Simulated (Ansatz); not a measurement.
The input, for Ansatz 0.2.0:

```yaml
crystal:
  periodic: [false, false, false]
  atoms:
    - {symbol: Al, position_ang: [0.050000, 0.050000, -1.812723]}
    - {symbol: C, position_ang: [0.000000, 0.000000, -1.812723]}
    - {symbol: H, position_ang: [0.000000, 0.000000, 1.701917]}
basis:
  gaussian: {orbitals: "6-31++G**", point_charges: [{charge: -1.00, position_ang: [3.520, 0.922, -0.787]}]}
magnetization: {spin_polarized: true, initial_magnetization: 0}
hamiltonian: {xc: {name: B3LYP}}
correlation: {method: ccsd, electrons: outside_noble_gas}
scf: {lower_state_search: off}
```

```sh
$ ansatz run in.yaml --threads 1 --pin off --events-out ev --progress --plain --max-ram 2393MiB
```

Task: One thing in this input was set wrong on purpose, beside settings that are merely unusual. What is the gravest fault, and what does the program do?

Result: Atoms on top of each other. How the run ends: converged.
```
these checks for a lower state are left out or cut short: stability, starts, cluster_reference, orbital_swaps, neighbouring_geometries, increment
406 factors; integrals over basis functions are off by at most 4.3e-4 eV
mean field evaluation 1: about 2709.5762 eV, gradient 5.5e1 eV
mean field evaluation 2: about 2707.7826 eV, gradient 5.5e1 eV
mean field evaluation 4: about 2705.2988 eV, gradient 1.5e1 eV
mean field evaluation 8: about 2702.2571 eV, gradient 3.0e-1 eV
mean field evaluation 16: about 2702.2649 eV, gradient 7.6e-4 eV
a density is far from that of the atoms, so the factors are made again for it
516 factors; integrals over basis functions are off by at most 2.1e-4 eV
mean field evaluation 32: about 2709.5761 eV, gradient 5.5e1 eV
mean field 2702.26513134 eV, 99.3064119158 hartree, gradient 2.0e-6 eV, S^2 0.000000; 1 other end points of the search recorded, 0 dependent functions left out
6 core orbitals not correlated: weight in the atoms' cores, before any rotation towards them, 0.602 or more for the frozen orbitals, at most 0.123 for the correlated occupied ones
reference 2732.56233580 eV, 100.4198136434 hartree; 4, 4 occupied and 38, 38 virtual orbitals, 516 factors
second order -2.03571460 eV of doubles, -0.24383754 eV of singles
cycle   1  -2.33755716 eV  change   -7.0e-2 eV  update   1.3e-1
cycle   2  -2.44700806 eV  change   -1.1e-1 eV  update   8.2e-2
cycle   3  -2.53865593 eV  change   -9.2e-2 eV  update   3.5e-2
cycle   4  -2.55142013 eV  change   -1.3e-2 eV  update   2.2e-2
cycle   5  -2.55481606 eV  change   -3.4e-3 eV  update   1.6e-2
cycle   6  -2.56220781 eV  change   -7.4e-3 eV  update   8.7e-3
cycle   7  -2.56540406 eV  change   -3.2e-3 eV  update   3.7e-3
cycle   8  -2.56662902 eV  change   -1.2e-3 eV  update   2.2e-3
cycle   9  -2.56648412 eV  change    1.4e-4 eV  update   1.2e-3
cycle  10  -2.56659112 eV  change   -1.1e-4 eV  update   3.7e-4
cycle  11  -2.56663070 eV  change   -4.0e-5 eV  update   1.2e-4
cycle  12  -2.56659780 eV  change    3.3e-5 eV  update   6.5e-5
cycle  13  -2.56660364 eV  change   -5.8e-6 eV  update   3.2e-5
cycle  14  -2.56660589 eV  change   -2.3e-6 eV  update   9.5e-6
Total energy: 2729.99572991 eV, 100.3254926164 hartree
Checks for a lower state left out: stability, starts, cluster_reference, orbital_swaps, neighbouring_geometries, increment
```
